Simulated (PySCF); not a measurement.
Compound: trimethylphosphine, C₃H₉P.
SMILES with atom numbers: `[CH3:1][P:2]([CH3:3])[CH3:4]` (hydrogens: H5, H6, H7 on C1; H8, H9, H10 on C3; H11, H12, H13 on C4)

Computed with PySCF at PBE0/pcSseg-1 and CAM-B3LYP/def2-SVPD, non-relativistic, on one gas-phase PBE0-D3(BJ)/def2-SVP geometry that isn't relaxed in the solvent. The solvent is an IEF-PCM continuum (cavity from Bondi-type radii × 1.2). The model holds no explicit solvent molecules, cavitation or dispersion.

Gas phase at PBE0/pcSseg-1: HOMO -6.39 eV, LUMO 1.36 eV, dipole 1.26 D.

Task: What does the continuum do to the energy, the frontier levels and the dipole at PBE0/pcSseg-1 in benzene and tetrahydrofuran?

Result: 
```
        solvent      ε  E(solvent) − E(gas) (kcal/mol)  polarisation term (kcal/mol)  distortion of the solute (kcal/mol)  HOMO (eV)  LUMO (eV)  dipole (D)
        benzene  2.271                           -1.22                         -1.30                                 0.08      -6.41       1.49        1.48
tetrahydrofuran  7.426                           -2.30                         -2.59                                 0.29      -6.47       1.57        1.69
```

The polarisation term is half the interaction of the solute with the surface charges that it induces; the rest is the cost of distorting the solute's density. The sum is the electrostatic part of solvation alone. From benzene to tetrahydrofuran the lowering changes by a factor 1.88, Onsager's factor (ε − 1)/(2ε + 1) by 1.77 and ε itself by 3.3.

Task: Which radius a makes the point-dipole formula ΔE = −[(ε − 1)/(2ε + 1)]·μ²/a³ give the value in tetrahydrofuran, with the gas-phase dipole?

Result: μ = 0.498 au and |ΔE| = 0.00366 Eh give a = 1.60 Å; the farthest nucleus lies 2.41 Å from the centroid of the nuclei, so such a sphere wouldn't even hold the nuclei. The formula assumes a rigid point dipole at the centre of a sphere.

Task: Which Mulliken charges (PBE0/pcSseg-1) respond most in benzene (means over atoms taken as equivalent)?

Result: 
| atoms | environment | gas (e) | solvent (e) | change |
| --- | --- | --- | --- | --- |
| P2 | phosphine phosphorus | +0.219 | +0.192 | -0.027 |
| H5 (×9) | methyl hydrogen | +0.140 | +0.144 | +0.004 |
| C1/C3/C4 | sp3 carbon bound to phosphorus | -0.493 | -0.496 | -0.003 |

Gas phase at CAM-B3LYP/def2-SVPD: HOMO -7.67 eV, LUMO 1.40 eV, dipole 1.25 D.

Task: What does the continuum do to the energy, the frontier levels and the dipole at CAM-B3LYP/def2-SVPD in benzene?

Result: 
```json
{"solvent": "benzene", "ε": "2.271", "E(solvent) − E(gas) (kcal/mol)": "-1.13", "polarisation term (kcal/mol)": "-1.23", "distortion of the solute (kcal/mol)": "0.10", "HOMO (eV)": "-7.69", "LUMO (eV)": "1.53", "dipole (D)": "1.49"}
```

Task: How does the static polarisability (CAM-B3LYP/def2-SVPD, frozen core, with the continuum's full static response) change?

Result: 
| medium | isotropic (au) | principal values (au) | ⟨r²⟩ of the electrons (bohr²) |
| --- | --- | --- | --- |
| gas | 66.1 | 60.1, 69.1, 69.1 | 440.3 |
| benzene | 76.5 | 70.4, 79.5, 79.5 | 440.2 |

The isotropic value in benzene is 1.16 times the gas-phase one; no cavity-field correction is applied. ⟨r²⟩ is taken about the centre of nuclear charge.
